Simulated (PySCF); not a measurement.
```xyz
8
charge 0 multiplicity 1, angstrom
B     0.8795    0.0000    0.0000
B    -0.8795    0.0000    0.0000
H     0.0000    0.9742    0.0000
H     0.0000   -0.9742    0.0000
H     1.4575    0.0000    1.0362
H     1.4575    0.0000   -1.0362
H    -1.4575    0.0000    1.0362
H    -1.4575    0.0000   -1.0362
```

Computed with B3LYP/[B def2-TZVP, H def2-TZVP], no relativity, density fitting, PySCF.

This geometry of B2H6 is a stationary point at this level.

Problem. What is the point group?

Solution. D2h.

Problem. Is it a minimum?

Solution. Yes: all harmonic wavenumbers are real.

Problem. List the harmonic modes with their infrared intensities.

Solution. 
```json
{"symmetry": "b2u", "ω (cm⁻¹)": "366", "IR (km/mol)": "17.1"}
{"symmetry": "ag", "ω (cm⁻¹)": "801", "IR (km/mol)": "0.0"}
{"symmetry": "au", "ω (cm⁻¹)": "848", "IR (km/mol)": "0.0"}
{"symmetry": "b2g", "ω (cm⁻¹)": "894", "IR (km/mol)": "0.0"}
{"symmetry": "b3g", "ω (cm⁻¹)": "939", "IR (km/mol)": "0.0"}
{"symmetry": "b2u", "ω (cm⁻¹)": "952", "IR (km/mol)": "0.4"}
{"symmetry": "b3u", "ω (cm⁻¹)": "991", "IR (km/mol)": "24.7"}
{"symmetry": "b1g", "ω (cm⁻¹)": "1020", "IR (km/mol)": "0.0"}
{"symmetry": "b1u", "ω (cm⁻¹)": "1197", "IR (km/mol)": "77.7"}
{"symmetry": "ag", "ω (cm⁻¹)": "1205", "IR (km/mol)": "0.0"}
{"symmetry": "b1u", "ω (cm⁻¹)": "1718", "IR (km/mol)": "459"}
{"symmetry": "b2g", "ω (cm⁻¹)": "1862", "IR (km/mol)": "0.0"}
{"symmetry": "b3u", "ω (cm⁻¹)": "1997", "IR (km/mol)": "8.5"}
{"symmetry": "ag", "ω (cm⁻¹)": "2180", "IR (km/mol)": "0.0"}
{"symmetry": "b1u", "ω (cm⁻¹)": "2608", "IR (km/mol)": "144"}
{"symmetry": "ag", "ω (cm⁻¹)": "2621", "IR (km/mol)": "0.0"}
{"symmetry": "b3g", "ω (cm⁻¹)": "2697", "IR (km/mol)": "0.0"}
{"symmetry": "b2u", "ω (cm⁻¹)": "2711", "IR (km/mol)": "174"}
```

Problem. Give the atomic charges and bond orders.

Solution. 
| atom | Mulliken | Löwdin | polar tensor | Mayer order to B1 |
| --- | --- | --- | --- | --- |
| B1 | -0.10 | -0.39 | 0.45 | – |
| B2 | -0.10 | -0.39 | 0.45 | 0.54 |
| H3,4 | 0.09 | 0.25 | -0.15 | 0.48 |
| H5,6 | 0.00 | 0.07 | -0.15 | 0.98 |
| H7,8 | 0.00 | 0.07 | -0.15 | 0.00 |
Other Mayer orders above 0.3: B–H 0.48 (×2), B–H 0.98 (×2).

In D2h the vibrations span 3b2u + 4ag + au + 2b2g + 2b3g + 2b3u + b1g + 3b1u. The ag, au, b1g, b2g, b3g modes carry no infrared intensity, as symmetry demands. With a centre of inversion only u modes can be infrared active and only g modes Raman active.

Other isomers or separated fragments may lie lower.
